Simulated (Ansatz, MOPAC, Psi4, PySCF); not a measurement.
System: Si$_{2}$, net charge 0, triplet state. SMILES: [Si]=[Si]
Structure (B3LYP-D3(BJ)/def2-TZVP (Ansatz, an electronic-structure program) minimum search):
```xyz
2

Si     0.0000     0.0000    -1.1339
Si     0.0000     0.0000     1.1339
```
Charge 0, spin multiplicity 3.

Quantity: vertical electron affinity to the doublet, in eV. Conventions: open shells spin-unrestricted; no spin-orbit coupling; 6-311+G** with 5d, 6d on Na to Ar in Ansatz; each state is the SCF solution reached for its charge and spin; PM7 with its own dispersion and hydrogen-bond terms; non-relativistic; six Cartesian d functions in 6-31G* and its kin unless marked 5d. First-principles rows: single points at B3LYP-D3(BJ) geometries (Ansatz). Semi-empirical rows: differences of heats of formation at the shared geometry for vertical values. Sets without +, aug- or the D of def2-TZVPD hold no diffuse functions, which anions need.

```tsv
level	program	vertical electron affinity to the doublet (eV)
PM3	MOPAC	2.84
PM6	MOPAC	2.92
PM7	MOPAC	2.74
PBE/6-31G*	Ansatz	1.85
PBE/6-311+G**	Ansatz	2.10
B3LYP/STO-3G	Ansatz	-4.77
B3LYP/3-21G	Ansatz	1.90
B3LYP/6-31G*	Ansatz	1.78
B3LYP/6-311+G**	Ansatz	2.06
M06-2X/6-31G* (5d)	PySCF	1.80
wB97X-D/6-31G*	Psi4	1.85
PBE0/def2-TZVPD	Ansatz	1.86
```

No value to compare with is used here. The 11 habitual levels span -4.77 (B3LYP/STO-3G) to 2.92 eV (PM6); PBE0/def2-TZVPD gives 1.86.

The levels are drawn from those run, B3LYP/6-31G* more often than the rest, none by its result; left out are runs that failed, that the program found above a lower state of the same kind, or whose <S^2> lies over 0.5 above the pure value.
